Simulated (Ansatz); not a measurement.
# C4H4N2: energies up the ladder

The task, for C4H4N2: energies up the ladder.

Program: Ansatz 0.2.0. Level of theory: the levels named in each step. These are calculated values, not measurements.

**1. The structure to begin with**

Bond lengths: C1–C2 1.389 Å, C2–N3 1.323 Å, N3–C4 1.325 Å, C4–C5 1.389 Å, C1–N6 1.325 Å, C5–N6 1.323 Å, C1–H7 1.081 Å, C2–H8 1.081 Å, C4–H9 1.081 Å, C5–H10 1.081 Å. Angles: C1–C2–N3 121.5°, C1–C2–H8 122.2°, N3–C2–H8 116.3°, C2–C1–N6 121.4°, C2–C1–H7 122.2°, N6–C1–H7 116.4°, C2–N3–C4 117.0°, N3–C4–C5 121.5°, N3–C4–H9 116.4°, C5–C4–H9 122.2°, C4–C5–N6 121.5°, C4–C5–H10 122.2°, N6–C5–H10 116.3°, C1–N6–C5 117.0°.

Coordinates:

```xyz
10

C     1.0953   -0.7459    0.0404
C     1.1597    0.6419    0.0267
N     0.0654    1.3844   -0.0148
C    -1.0953    0.7459   -0.0409
C    -1.1597   -0.6419   -0.0262
N    -0.0654   -1.3844    0.0136
H     1.9827   -1.3630    0.0729
H     2.1005    1.1746    0.0486
H    -1.9826    1.3630   -0.0746
H    -2.1005   -1.1746   -0.0469
```

**2. A rough first relaxation, PBE-D4/def2-SVP**

The input, input.yaml:

```yaml
crystal:
  periodic: [false, false, false]
  atoms:
    - { symbol: C, position_ang: [1.09529, -0.74592, 0.04045] }
    - { symbol: C, position_ang: [1.15973, 0.64187, 0.02669] }
    - { symbol: "N", position_ang: [0.06543, 1.38436, -0.01476] }
    - { symbol: C, position_ang: [-1.09527, 0.74591, -0.04092] }
    - { symbol: C, position_ang: [-1.15974, -0.64186, -0.02621] }
    - { symbol: "N", position_ang: [-0.06539, -1.38437, 0.01357] }
    - { symbol: H, position_ang: [1.98268, -1.363, 0.07294] }
    - { symbol: H, position_ang: [2.10049, 1.1746, 0.04862] }
    - { symbol: H, position_ang: [-1.98263, 1.36298, -0.07464] }
    - { symbol: H, position_ang: [-2.10054, -1.17458, -0.04692] }
basis:
  gaussian: { orbitals: def2-SVP }
hamiltonian:
  xc: pbe
  dispersion: d4
relax:
  f_tol: 0.03
  max_steps: 200
```

The run is started by

```console
> ansatz run input.yaml --threads 4 --pin off --max-ram 10240MiB --backend cpu --events-out ev --progress --plain --runs-dir out
```

The runs that follow: Relaxation, PBE0-D4/def2-TZVPP; Frequencies, PBE0-D4/def2-TZVPP; Single point, PBE-D4/def2-TZVPP; Single point, r2SCAN-D4/def2-TZVPP; Single point, B3LYP-D4/def2-TZVPP; Single point, wB97M-V/def2-TZVPP; Single point, B2PLYP/def2-TZVPP; Single point, LDA/def2-TZVPP; Single point, PBE0-D4/def2-SVP; Single point, PBE-D4/def2-SVP; Single point, CCSD(T)/def2-TZVPP; Single point, MP2/def2-QZVPP.

Before running it: what results should come out? Wanted: C1–C2 at PBE0-D4/def2-TZVPP; C1–N6 at PBE0-D4/def2-TZVPP; C2–N3 at PBE0-D4/def2-TZVPP; frequencies at PBE0-D4/def2-TZVPP; energy at CCSD(T)/CBS.

The runs gave:

| quantity | value |
| --- | --- |
| C1–C2 at PBE0-D4/def2-TZVPP | 1.388 Å |
| C1–N6 at PBE0-D4/def2-TZVPP | 1.327 Å |
| C2–N3 at PBE0-D4/def2-TZVPP | 1.327 Å |
| frequencies at PBE0-D4/def2-TZVPP | 349 to 3192 cm⁻¹ |
| energy at CCSD(T)/CBS | -7183.520 eV |

**Reading.** No mode is imaginary, so the geometry is a minimum. These totals serve in differences with atoms or fragments at the same level; alone they don't rank the methods.
